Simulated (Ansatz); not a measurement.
Working through a test of scalar relativity of ClMg (charge -1)

With Ansatz 0.2.0 through its Python package.

Contents of `clmg.xyz`:
```text
2

Mg    0.00000    0.00000    0.00000
Cl    0.00000    0.00000    2.42500
```

Notebook, run cell by cell (the value of a cell's last expression is shown):

```python
import ansatz as az
import numpy as np
```

```python
SETTINGS = {
    'xc': 'pbe0',
    'dispersion': 'd3bj',
    'net_charge': -1,
}
```

```python
geometry = az.Crystal.molecule_from_extxyz('clmg.xyz')
```

```python
job = (
    geometry.calculation()
    .functional(SETTINGS['xc'], dispersion=SETTINGS['dispersion'])
    .charge(SETTINGS['net_charge'])
    .forces()
)
# a set contracted for a scalar-relativistic Hamiltonian goes with the relativistic run
sets = {'none': 'cc-pVTZ', 'scalar': 'cc-pVTZ-DK'}
found = {kind: job.basis(gaussian=basis).pseudopotentials(relativity=kind).run(threads=1).report for kind, basis in sets.items()}
for kind, each in found.items():
    dipole = 4.803205 * np.linalg.norm(each['charge_distribution']['dipole_moment_e_ang'])
    print(f'{kind:7s} E = {each["free_energy_ev"]:.4f} eV  dipole {dipole:.3f} D  largest force component {np.abs(each["forces_ev_ang"]).max():.4f} eV/A')
print(f'relativity lowers the total energy by {found["none"]["free_energy_ev"] - found["scalar"]["free_energy_ev"]:.3f} eV')
```

    none    E = -17963.5558 eV  dipole 3.819 D  largest force component 0.1774 eV/A
    scalar  E = -18010.5865 eV  dipole 3.790 D  largest force component 0.1776 eV/A
    relativity lowers the total energy by 47.031 eV

Notes:
- Total energies depend on the basis set; only differences at equal settings carry meaning.
- The geometry is a force-field or estimated start, not a minimum of this method. The basis set changes with the Hamiltonian (a set recontracted for scalar relativity), and most of the change in the total lies in the cores.
- An ion's dipole depends on the origin; the program takes it about the centre of nuclear charge.
- The spin state was assumed, and another may lie lower.
- Anions want diffuse functions, which this basis lacks.
- Wall time of the script: 2.2 s on 1 thread of Arm Neoverse V2, with other jobs on the host, peak memory 0.19 GiB.
